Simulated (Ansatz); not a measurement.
## bcc Mo

All values below come from r²SCAN (Ansatz, an electronic-structure program, plane waves, PAW).

Numerical settings: plane-wave cutoff 600 eV, 28×28×28 k mesh, Fermi–Dirac smearing 0.089 eV (set by the program), no spin polarisation, scalar-relativistic PAW data made under PBE.

Cell (relaxed at this level):

```
Mo
1.0
   -1.57550     1.57550     1.57550
    1.57550    -1.57550     1.57550
    1.57550     1.57550    -1.57550
Mo
1
Direct
  0.00000   0.00000   0.00000
```

For bcc Mo, the elastic constant C11 is 488 GPa. The elastic constant C12 comes out as 164 GPa and the elastic constant C44 is 104 GPa. The voigt–Reuss–Hill bulk modulus comes out as 272 GPa and the voigt–Reuss–Hill shear modulus (Hill average) is 125 GPa. The Young modulus is 324 GPa and the Poisson ratio comes out as 0.301.

Measured, for comparison: elastic constant C11 478 GPa, elastic constant C12 160 GPa, elastic constant C44 112 GPa (0 K, 300 K values taken to 0 K by the source's computed thermal shift; zero-point effects included; as tabulated in Gong and Corso (2024), arXiv:2406.16634). Computed (rounded) less measured: elastic constant C11 +2 %, elastic constant C12 +2 %, elastic constant C44 -7 %.

Note: shear constants of such metals converge slowly with the k mesh.

Elastic constants are with the ions relaxed.

The computed numbers hold no vibrational or temperature effects.

The result took about 12 core-minutes (a rough figure).
